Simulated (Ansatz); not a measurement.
Basis-set extrapolation for C$_{4}$H$_{4}$N (`[c]1ccc[nH]1`) radical (PBE0-D4/def2-TZVP geometry, frozen core, the Gaussian-basis code of Ansatz). Multiplicity 2, UHF reference.

```csv
,def2-TZVPP,def2-QZVPP
HF,-208.233816,-208.242977
MP2 correlation,-0.791399,-0.844447
CCSD(T) correlation,-0.863602,not run
```

Energies in hartree. Use E(X) = E(∞) + A·exp(−7.88·√X) for Hartree–Fock and E(X) = E(∞) + B·X^(−2.97) for correlation, with X = 3 and 4, and add CCSD(T) minus MP2 of the smaller set to the MP2 limit.

What is the CCSD(T) energy at the basis-set limit?

HF limit: -208.242977 + (-0.009161) × 0.13774 = -208.24424. MP2 limit: -0.844447 + (-0.053048) × 0.74074 = -0.88374. Higher-order term: -0.863602 − (-0.791399) = -0.07220. Total: -209.20018 hartree, 64.5 kcal/mol below CCSD(T)/def2-TZVPP.

The UHF reference is spin-contaminated (⟨S²⟩ = 0.95, T1 = 0.030).
